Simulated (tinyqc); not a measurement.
Pariser-Parr-Pople SCF with singles CI, for the molecule [CH2-]C=C(N)N (SMILES; centres numbered as the heavy atoms are written), step by step. One step of it, computed by the program tinyqc.

Problem. Iteration 3: orbitals and new P. Diagonalise F (the basis is taken as orthonormal) and form P = 2 sum c c over the lowest orbitals; 0.3 of the old P is kept.

F (eV):
```
           1C         2C         3C         4N         5N
1C   0.410682  -4.345686   1.149774  -0.320360  -0.447724
2C  -4.345686   2.104652  -5.115991   0.770796   0.835210
3C   1.149774  -5.115991  -0.533541  -3.259627  -3.340211
4N  -0.320360   0.770796  -3.259627  -3.749567   0.297931
5N  -0.447724   0.835210  -3.340211   0.297931  -3.054544
```

pi electrons, sum of z_r less the charge = 8

P after iteration 2:
```
           1C         2C         3C         4N         5N
1C   1.684084   0.517895  -0.438927   0.171068   0.185557
2C   0.517895   1.150606   0.721643  -0.282011  -0.305648
3C  -0.438927   0.721643   1.378845   0.246195   0.265698
4N   0.171068  -0.282011   0.246195   1.900957  -0.106418
5N   0.185557  -0.305648   0.265698  -0.106418   1.885509
```

Give: orbital energies; P after iteration 3.

Solution.

orbital energies (eV): -7.451  -3.813  -3.343  0.484  9.301

P after iteration 3:
```
        1C      2C      3C      4N      5N
1C   1.661   0.552  -0.445   0.162   0.179
2C   0.552   1.103   0.724  -0.264  -0.291
3C  -0.445   0.724   1.412   0.215   0.237
4N   0.162  -0.264   0.215   1.920  -0.087
5N   0.179  -0.291   0.237  -0.087   1.904
```
